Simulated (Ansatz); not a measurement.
Born–Oppenheimer molecular dynamics of BH₈NSi (11 atoms, charge 0, multiplicity 1). It starts at the highest image of a converged band. Of that band: Neighbouring images differ by up to 1.2 eV, so the band resolves the path poorly. A vibrational analysis at the climbing image gives one clearly imaginary mode, 641i cm⁻¹: a first-order saddle point.

Level of theory: RKS PBE-D4/6-31G* in Ansatz 0.2.0.

```json
{"ensemble": "NVE (velocity Verlet)", "time step": "0.5 fs", "steps asked": "200", "starting velocities drawn for": "300 K", "seed": "9892"}
```

First frame:

```xyz
11
Properties=species:S:1:pos:R:3
B 0.186 0.310 0.082
H -0.218 -0.582 0.951
N 1.583 -0.024 -0.308
H 1.651 -0.894 -0.843
H 2.025 0.704 -0.872
H -0.848 0.258 -0.565
Si 0.036 2.277 0.746
H 0.907 2.666 1.907
H 0.517 3.056 -0.447
H -1.374 2.685 1.059
H -0.040 0.332 1.360
```

Task: How far do the bonds stretch over the last three quarters of this one trajectory? (Pairs bonded in most of those frames.)

Result: 
```csv
bond,mean (Å),spread (Å),shortest,longest
B1–N3,1.410,0.017,1.38,1.44
B1–H6,1.215,0.027,1.17,1.27
B1–Si7,2.040,0.036,1.97,2.09
H2–H11,0.759,0.041,0.70,0.84
N3–H4,1.024,0.006,1.01,1.03
N3–H5,1.026,0.008,1.01,1.05
Si7–H8,1.511,0.019,1.48,1.54
Si7–H9,1.509,0.008,1.49,1.53
Si7–H10,1.512,0.053,1.43,1.59
```

Mean temperature of the second half: 931 K. The conserved energy stayed within 0.2 meV per atom of its start (net change -0.053 meV per atom), so the integration is sound. The kinetic energy rose, since the run started high on the potential surface and went downhill. It ends in pieces (BH6NSi + H2), so much of that is their flight and rotation, not heat. A run of 0.1 ps of so small a system gives no equilibrium averages. The orbitals stay closed-shell, which can raise the energy where a bond breaks towards radicals; this wasn't checked here.

Time of the run: 6.7 min on 1 thread of Arm Neoverse V1, with other jobs on the host, peak memory 0.12 GiB.
